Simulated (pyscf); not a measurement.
**Four-centre exchange: H₃Si–CH₂–SiH₃ + HCl -> H₃Si–Cl + H₃C–SiH₃**

Gas phase, singlet surface, charge 0. Bonds broken: Si1–C2, Cl12–H13. Bonds formed: Si1–Cl12, C2–H13. PySCF, gas phase, ωB97X-D3(BJ)/def2-SVP geometries.

Transition state (Å):

```xyz
13

Si    -0.3003    -0.7350    -0.6642
C     -0.0553     0.4218     1.1079
Si    -1.5969     1.5337     0.9599
H     -1.4130    -1.4267     0.0760
H      0.6477    -1.8347    -0.9441
H     -0.9986     0.0413    -1.7114
H     -0.1217    -0.3908     1.8444
H      0.6893     1.1432     1.5036
H     -1.2816     2.6056    -0.0201
H     -2.7786     0.7482     0.5185
H     -1.8516     2.1194     2.3050
Cl     1.7118     0.6945    -1.2719
H      0.8293     0.3816     0.2468
```

One imaginary mode, 624i cm⁻¹; descent along it reached the two sides named.

```json
[
 {"bond": "Si1–C2", "change": "breaks", "reactant side (Å)": "1.882", "saddle": "2.130", "product side": "4.1"},
 {"bond": "Cl12–H13", "change": "breaks", "reactant side (Å)": "1.286", "saddle": "1.784", "product side": "2.9"},
 {"bond": "Si1–Cl12", "change": "forms", "reactant side (Å)": "3.7", "saddle": "2.542", "product side": "2.073"},
 {"bond": "C2–H13", "change": "forms", "reactant side (Å)": "3.3", "saddle": "1.235", "product side": "1.100"}
]
```

Electronic energies relative to the separated reactants (eV):

```tsv
level	barrier	reaction energy	reverse barrier
ωB97X-D3(BJ)/def2-TZVP	1.71	-0.95	2.67
PBE/def2-TZVP	1.56	-0.97	2.53
r²SCAN/def2-TZVP	1.61	-0.99	2.60
B3LYP-D3(BJ)/def2-TZVP	1.73	-0.97	2.71
PBE0-D3(BJ)/def2-TZVP	1.59	-0.94	2.53
M06-2X/def2-TZVP	1.69	-1.00	2.69
ωB97M-D3(BJ)/def2-TZVP	1.76	-0.96	2.71
HF/def2-TZVP	2.59	-1.12	3.71
```

With ωB97M-D3(BJ)/def2-TZVP energies and thermal terms (ideal gas, 1 atm, RRHO with modes under 100 cm⁻¹ raised to 100, one conformer, R ln 2 for chiral ones without a mode under 150 cm⁻¹), in eV:

```json
[
 {"T (K)": "298", "ΔH‡": "1.76", "ΔG‡": "2.21", "ΔH": "-0.89", "ΔG": "-0.90"},
 {"T (K)": "600", "ΔH‡": "1.75", "ΔG‡": "2.67", "ΔH": "-0.92", "ΔG": "-0.90"},
 {"T (K)": "900", "ΔH‡": "1.76", "ΔG‡": "3.13", "ΔH": "-0.95", "ΔG": "-0.89"},
 {"T (K)": "1200", "ΔH‡": "1.77", "ΔG‡": "3.58", "ΔH": "-0.97", "ΔG": "-0.87"}
]
```

One saddle was located; it need not be the lowest between these sides.
